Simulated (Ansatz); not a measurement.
## Fluorite CdF₂

All values below come from LDA in Ansatz (plane waves, PAW).

Numerical settings: plane-wave cutoff 520 eV, 8×8×8 k mesh, perturbation theory, force constants from a 4×4×4 q mesh, scalar-relativistic PAW data made under PBE.

Cell: relaxed at this level.

```yaml
high_frequency_dielectric_constant: 2.93
dielectric constant ε0 (ions relaxed): 7.93
zero_point_energy: 0.043 eV/atom
```

Measured, for comparison: high-frequency dielectric constant 2.4, static dielectric constant 8.1 (300 K, no zero-point or thermal correction; as tabulated in Rakita et al. (2019), arXiv:1907.03971). Computed (rounded) less measured: high-frequency dielectric constant +22 %, static dielectric constant -2 %.

Ansatz is a quantum-chemistry and plane-wave program.
